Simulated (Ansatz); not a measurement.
**AlH4 (doublet): the correlation ladder at distance Al1–H5 = 1.425 Å, 6-31G**

Aim: climb from Hartree-Fock through coupled cluster and multireference methods for AlH4 (doublet) at one geometry and basis, and see what each rung misses.

The runs use Ansatz 0.2.0, Gaussian basis; 6-31G, core rule «outside noble gas», up to 5 orbitals frozen.

To be run: UHF; CCSD(T) on ROHF; CCSD(T) on UHF; BCCD(T) on ROHF; CISD; CCSDT(Q) on ROHF; CCSDT(Q) on UHF; CCSDTQ on ROHF; CCSDTQ on UHF; CASSCF and MRCISD+Q, 3 electrons in 3 orbitals; CASSCF and NEVPT2, 3 electrons in 3 orbitals; Full CI.

32 further runs of the same task are left out: 8 for a known fault of the program, 2 for a mislabelled method, 17 that didn't finish, 5 set aside as unsound or not needed.

## 1. The system

The geometry derives from a PBE0/def2-TZVP stationary point (not a proven minimum). One bond is set to the value named and the two fragments are kept rigid.

5 atoms, charge 0, spin multiplicity 2.

Atoms are counted from 1 here; the program's logs count them from 0.

Bond lengths: Al1–H4 1.595 Å, Al1–H5 1.425 Å, H2–H3 0.766 Å. Angles: H4–Al1–H5 120.0°.

## 2. UHF

Input file in.yaml:

```yaml
crystal:
  periodic: [false, false, false]
  atoms:
    - {symbol: Al, position_ang: [-0.057097, -0.004647, -0.132999]}
    - {symbol: H, position_ang: [0.451492, -0.002992, 1.985541]}
    - {symbol: H, position_ang: [-0.314296, -0.013700, 1.956158]}
    - {symbol: H, position_ang: [0.736071, 1.378516, -0.189028]}
    - {symbol: H, position_ang: [0.655169, -1.237437, -0.192413]}
basis:
  gaussian: {orbitals: 6-31G}
magnetization: {spin_polarized: true, initial_magnetization: 1}
hamiltonian: {xc: hf}
output: {orbitals: {seedname: orbitals}}
```

The run is started by

```bash
$ ansatz run in.yaml --threads 1 --pin off --events-out ev --progress --plain --max-ram 2393MiB
```

The runs that follow: CCSD(T) on ROHF; CCSD(T) on UHF; BCCD(T) on ROHF; CISD; CCSDT(Q) on ROHF; CCSDT(Q) on UHF; CCSDTQ on ROHF; CCSDTQ on UHF; CASSCF and MRCISD+Q, 3 electrons in 3 orbitals; CASSCF and NEVPT2, 3 electrons in 3 orbitals; Full CI.

Before running them: what should the planned runs give, taken together? Wanted: FCI below the RHF energy; RMP2 from FCI; UMP2 from FCI; RCCSD from FCI; RCCSD(T) from FCI; UCCSD(T) from FCI; RCCSDT(Q) from FCI; UCCSDT(Q) from FCI; NEVPT2 pair from FCI.

**Answer**, as computed:

| quantity | value |
| --- | --- |
| FCI below the RHF energy | -1.9114 eV |
| RMP2 from FCI | +56.6 kJ/mol |
| UMP2 from FCI | +56.4 kJ/mol |
| RCCSD from FCI | +2.4 kJ/mol |
| RCCSD(T) from FCI | +0.8 kJ/mol |
| UCCSD(T) from FCI | +0.8 kJ/mol |
| RCCSDT(Q) from FCI | 0.0 kJ/mol |
| UCCSDT(Q) from FCI | 0.0 kJ/mol |
| NEVPT2 pair from FCI | +44.7 kJ/mol |
| levels within 1 kcal/mol (43 meV) | RCCSD, UCCSD, RCCSD(T), UCCSD(T), BCCD(T), RCCSDT, UCCSDT, RCCSDT(Q), UCCSDT(Q), RCCSDTQ, UCCSDTQ |
| T1 diagnostic | 0.013 |
| effectively unpaired electrons | 1.02 |

In words: RCCSD(T) lands +0.8 kJ/mol from the yardstick (0.4 % of the correlation energy). One determinant dominates. These misses are within one basis, not against nature; the frozen cores of restricted and unrestricted runs differ, which can shift their rows.
